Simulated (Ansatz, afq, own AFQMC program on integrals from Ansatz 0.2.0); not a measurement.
# AlBH₂, singlet: AFQMC among the cluster methods

| atom | x (Å) | y (Å) | z (Å) |
| --- | --- | --- | --- |
| B | 0.0000 | -0.4835 | 3.4673 |
| Al | 0.0000 | 0.7117 | -3.3883 |
| H | 0.0000 | 0.1199 | 4.5013 |
| H | 0.0000 | -0.3481 | -4.5804 |

Connectivity, by distances: BH ··· AlH.

Basis cc-pVDZ. Only valence electrons are correlated. AFQMC by an in-house program on the Cholesky factors that Ansatz 0.2.0 writes for its CCSD(T) run. ph-AFQMC/CISD is guided by a CISD state made of CCSD amplitudes; releasing the constraint for a short imaginary time cuts its bias at the price of noise, slowly where states lie close. Error bars are statistical, one sigma.

Determinant: RHF, the one that the program's search chose, which needn't be the lowest solution. The geometry is a point of a scan.

No full CI on the walks' own integrals is used here; CCSDT(Q) serves as the reference and is uncertain by about the last step of the cluster series.

Cautions: higher spins were not checked; restricted determinant unstable towards unrestricted (UHF 191 meV lower, ⟨S²⟩ 0.64).

The T1 diagnostic is 0.0129. The weight of the determinant in the CISD state is 0.845. The size of the correlated space is 8 electrons in 36 orbitals.

Reference: CCSDT(Q), correlation energy -4.470 eV. The released energy is read at 2.40 1/Eh (meV from the phaseless value at times in 1/Eh: -1 ± 15 at 0.24, -11 ± 13 at 0.51, -25 ± 12 at 0.99, -34 ± 15 at 1.62, -37 ± 18 at 2.40).

```tsv
level	E − E(reference) (kcal/mol)	share of correlation (%)
HF	103.08	0.00
MP2	32.75	68.23
CCSD	1.96	98.09
CCSD(T)	0.52	99.50
CCSDT	0.05	99.95
ph-AFQMC/HF	-4.56 ± 1.25	104.43
ph-AFQMC/CISD	0.56 ± 0.27	99.45
released AFQMC	-0.30 ± 0.40	100.29
```

A walk keeps the symmetry of its determinant, which the program's search chose and which needn't be the lowest solution, so a lower state of the same spin and another symmetry isn't excluded. Released energies are given only where the last usable release times agree within the noise; a slower fall can still hide under it.
